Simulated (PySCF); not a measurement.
Where the electron goes

Fulvene, C6H6.
Cartesian coordinates in Å at the GFN2-xTB level; atoms count from 1:
```
atom  x, y, z in Å
C1     1.8904    0.5478   -0.4076
C2     0.6352    0.1836   -0.1387
C3     0.1960   -1.0229    0.5630
C4    -1.1454   -1.0064    0.6233
C5    -1.6353    0.2006   -0.0303
C6    -0.5881    0.9084   -0.4836
H7     2.1133    1.4622   -0.9329
H8     2.7309   -0.0579   -0.1104
H9     0.8669   -1.7681    0.9473
H10   -1.7858   -1.7444    1.0720
H11   -2.6770    0.4527   -0.1176
H12   -0.6000    1.8439   -1.0104
```

Level of theory: TDDFT PBE0/def2-SVPD, vertical, gas phase, core orbitals frozen in the response in PySCF.

Kohn–Sham orbitals with the atoms that hold most of them (Löwdin shares over 4%, at most four atoms; ? is withheld):

```csv
orbital,ε (eV),atoms
HOMO-3,-10.43,"C4 27%, C5 27%, C6 9%, C3 9%"
HOMO-2,-9.80,"C2 21%, C6 16%, C3 16%, C1 13%"
HOMO-1,-7.56,?
HOMO,-6.40,"C3 26%, C6 26%, C5 17%, C4 17%"
LUMO,-1.96,?
LUMO+1,1.04,"C1 31%, H7 13%, H8 13%, C6 8%"
LUMO+2,1.56,"C5 19%, C4 19%, H11 16%, H10 16%"
```

**Question.** Give the leading atoms of the LUMO.

**Answer.** C1 (bonded to C and 2 H) 29%; C4 (bonded to 2 C and H) 13%; C5 (bonded to 2 C and H) 13%; C2 (bonded to 3 C) 13%.

**Question.** Give the leading atoms of the HOMO-1.

**Answer.** C1 (bonded to C and 2 H) 29%; C2 (bonded to 3 C) 24%; C4 (bonded to 2 C and H) 14%; C5 (bonded to 2 C and H) 14%.

**Question.** The HOMO–LUMO gap is 4.45 eV. Where does the response calculation put the lowest singlet, and from which orbitals?

**Answer.** S1 is at 3.34 eV (f = 0.0083), 1.10 eV below the gap, made of HOMO→LUMO (99%). 

**Question.** Give energy, strength and leading configuration of S1, S2, S3 and S4, and follow the Löwdin shares of the leading atoms from the occupied to the empty orbital.

**Answer.** 
- S1 (3.34 eV, f 0.0083), HOMO→LUMO (99%): C3 26% → at most 13%, C6 26% → at most 13%, C1 at most 14% → 29%, C4 17% → 13%
- S2 (5.42 eV, f 0.378), HOMO-1→LUMO (91%): C1 29% → 29%, C2 24% → 13%, C4 14% → 13%
- S3 (6.14 eV, f 0.0000), HOMO-2→LUMO (100%): C2 21% → 13%, C6 16% → at most 13%, C1 13% → 29%, C4 at most 13% → 13%
- S4 (6.38 eV, f 0.0000), HOMO→LUMO+1 (91%): C3 26% → at most 8%, C6 26% → 8%, C1 at most 14% → 31%, H7 at most 14% → 13%

Time: 18 s wall. Hardware: Arm Neoverse V1, one thread, on a shared host.
